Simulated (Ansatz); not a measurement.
# How methods differ on AlH (SMILES [AlH])

AlH: 2 atoms, total charge 0, spin state singlet. As SMILES, `[AlH]`. Geometry: a GFN2-xTB relaxation, a rough one for these elements and not checked as a minimum.

```jsonl
{"atom": "Al", "x (Å)": "0.0000", "y (Å)": "0.0000", "z (Å)": "0.0000"}
{"atom": "H", "x (Å)": "0.0000", "y (Å)": "0.0000", "z (Å)": "1.6135"}
```

Quantity: the energy change with the Al1–H2 bond stretched from 1.613 to 2.420 Å, in eV. The values are calculated.

| level | kind | program | value (eV) | less FCI/3-21G | CPU time (all runs) |
| --- | --- | --- | --- | --- | --- |
| r2SCAN/3-21G (restricted) | meta-GGA | Ansatz | 1.03 | +0.17 | 2.9 s |
| B3LYP/3-21G (restricted) | global hybrid | Ansatz | 1.04 | +0.18 | 1.4 s |
| wB97M-V/3-21G (restricted) | range-separated hybrid | Ansatz | 1.12 | +0.26 | 9.2 s |
| wB97X/3-21G (restricted) | range-separated hybrid | Ansatz | 1.18 | +0.32 | 4.3 s |
| BCCD(T)/3-21G (restricted) | coupled cluster or CI | Ansatz | 0.86 | 0.00 | 0.54 s |
| CCSDT(Q)/3-21G (restricted) | coupled cluster or CI | Ansatz | 0.86 | 0.00 | 0.7 s |
| CCSDTQ/3-21G (restricted) | coupled cluster or CI | Ansatz | 0.86 | 0.00 | 1.6 s |
| FCI/3-21G | exact in the basis | Ansatz | 0.86 | 0.00 | 0.49 s |

FCI/3-21G is exact within its basis and frozen core, so for wave-function methods in that basis the difference is their error; functionals converge differently with the basis, so for them it is only a difference. The first shape isn't each level's own minimum. The values span 0.86 to 1.18 eV. All rows use very small basis sets, so even the best lies far from the true value. Times are those of the runs behind each value, whatever else they computed, on shared processors of several kinds: orders of magnitude only.
